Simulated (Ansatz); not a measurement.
Reaction (SMILES): N[CH2] (CH2-NH2) → C atom + 4 H atom + N atom
B3LYP-D3(BJ)/def2-TZVP geometries, fixed; electronic energies without zero-point terms.
Largest species:
```xyz
6

C      0.1231     0.7206    -0.0043
N     -0.0884    -0.6546     0.0035
H     -0.4969    -1.0305     0.8459
H     -0.5248    -1.0357    -0.8225
H      0.4664     1.1652     0.9184
H      0.4354     1.1594    -0.9407
```
Charge 0, spin multiplicity 2.

Basis-set convergence of the atomisation energy at MP2 with Ansatz (a program for electronic structure). Cartesian d functions, on some or all atoms, in 6-31+G*, 6-31G**; all else is spherical. Cores are frozen. Open shells are unrestricted. No added dispersion term, no relativity. Functions are those of the species that has most. Reference: Hartree-Fock in aug-cc-pVQZ plus the correlation part extrapolated as X^-3 from aug-cc-pVTZ and aug-cc-pVQZ, 483.41 kcal/mol, itself unsure by roughly 1.74 kcal/mol (a third of the extrapolation step and of the last Hartree-Fock step). Deviations are taken from unrounded values.

| basis | functions | atomisation energy (kcal/mol) | minus reference (kcal/mol) |
|---|---|---|---|
| STO-3G | 14 | 428.38 | -55.03 |
| 6-31G | 26 | 394.63 | -88.78 |
| 6-31+G* | 46 | 428.39 | -55.02 |
| cc-pVDZ | 48 | 438.06 | -45.35 |
| def2-SVP | 48 | 451.67 | -31.74 |
| pcseg-1 | 48 | 445.54 | -37.87 |
| 6-31G** | 50 | 447.39 | -36.02 |
| 6-311G** | 60 | 448.23 | -35.18 |
| 6-311+G** | 68 | 451.16 | -32.25 |
| aug-cc-pVDZ | 82 | 448.12 | -35.29 |
| def2-TZVP | 86 | 460.71 | -22.70 |
| def2-TZVPPD | 142 | 470.87 | -12.54 |
| 6-311++G(3df,3pd) | 150 | 473.21 | -10.20 |
| aug-cc-pVTZ | 184 | 472.05 | -11.36 |
| aug-pcseg-2 | 184 | 473.07 | -10.34 |
| cc-pVQZ | 230 | 477.16 | -6.25 |
| def2-QZVPP | 234 | 477.85 | -5.56 |
| def2-QZVPPD | 258 | 478.15 | -5.26 |
